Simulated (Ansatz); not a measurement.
# H3S+ (quintet): the correlation ladder, def2-TZVPP

The task here is to estimate one member of a computed series from the others.

Method: def2-TZVPP, core rule «outside noble gas», up to 5 orbitals frozen; program: Ansatz 0.2.0, Gaussian basis.

The runs, in order: UHF; ROHF; CCSD(T) on UHF.

2 further runs of the same task are left out: 2 set aside as unsound or not needed.

## The system

The geometry is a PBE0/def2-TZVP stationary point (not a proven minimum) of the parent state, kept for this charge and spin.

4 atoms, charge 1, spin multiplicity 5.

Atoms are counted from 1 here; the program's logs count them from 0.

Bond lengths: S1–H2 1.357 Å, S1–H3 1.520 Å, S1–H4 1.520 Å. Angles: H2–S1–H3 89.9°, H2–S1–H4 89.9°, H3–S1–H4 179.9°.

Set-up of the first run:

Contents of in.yaml:

```yaml
crystal:
  periodic: [false, false, false]
  atoms:
    - {symbol: S, position_ang: [0.000000, -0.039104, 0.000000]}
    - {symbol: H, position_ang: [0.000000, 1.318376, 0.000000]}
    - {symbol: H, position_ang: [0.000000, -0.037193, 1.520127]}
    - {symbol: H, position_ang: [0.000000, -0.037193, -1.520127]}
basis:
  gaussian: {orbitals: def2-TZVPP}
total_charge: 1
magnetization: {spin_polarized: true, initial_magnetization: 4}
hamiltonian: {xc: hf}
output: {orbitals: {seedname: orbitals}}
```

Started as:

```sh
$ ansatz run in.yaml --threads 1 --pin off --events-out ev --progress --plain --max-ram 4096MiB --backend cpu
```

Among the steps run: UHF; ROHF; CCSD(T) on UHF.

One table of the session follows, with a row left open; its other results are not shown here.

```
  method  from UCCSD(T) (meV)
    ROHF              +5084.1
     UHF                    ?
    UMP2              +1024.1
   UCCSD               +175.0
UCCSD(T)                    0
```

Q: Estimate the row for UHF from the others.

As computed: from UCCSD(T) (meV): +4778.0. In the column «from UCCSD(T) (meV)» it lies between UMP2 (+1024.1) and ROHF (+5084.1).
